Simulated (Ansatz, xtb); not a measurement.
**Ranking isomers of CH7BN−**

4 gas-phase structures of CH7BN−, found in a search over its isomers (lower ones may exist). Each was relaxed with GFN2-xTB:

A. `C[BH2-]N`, a singlet
B. `[BH3-]NC`, a singlet
C. `[BH3-]CN`, a singlet
D. `[BH3-][NH2+][CH2-]`, a singlet

Task: Make a reasoned guess at their ranking by r2SCAN-D4/def2-SVPD single-point energy.

Result: Calculated order at r2SCAN-D4/def2-SVPD: A (0.0), B (52.8), C (75.0), D (214.8) kJ/mol.

Energies above the lowest of each column, in kJ/mol; the last columns are at PBE0-D3(BJ)/def2-SVPD geometries and were run for some of them only (a dash: not run or not comparable):

```csv
structure,GFN2-xTB,HF/STO-3G,r2SCAN-D4/def2-SVPD,PBE0-D3(BJ)/def2-SVPD,CCSD(T)/def2-SVPD + ΔMP2/def2-TZVPPD
A,20.4,0.0,0.0,0.0,0.0
B,0.0,35.7,52.8,51.8,58.6
C,38.1,59.0,75.0,73.1,78.4
D,188.9,278.9,214.8,–,–
```

CCSD(T)/def2-SVPD + ΔMP2/def2-TZVPPD puts A lowest of those it was run on; GFN2-xTB picks B. Some further structures that were screened fall inside this span and aren't listed. Flexible structures stand in one conformer each, not always the lowest. Frequencies (PBE0-D3(BJ)/def2-SVPD) were run for A, B, C alone. ΔMP2 is the change of the MP2 energy from the smaller to the larger basis.

Over these structures GFN2-xTB departs from r2SCAN-D4/def2-SVPD by 22.1 kJ/mol on average once a common shift is removed. A GFN2-xTB relaxation took about 0.034 s and the r2SCAN-D4/def2-SVPD energy about 1.6 s on a shared host (Ansatz 0.2.0, xtb 6.7.1).
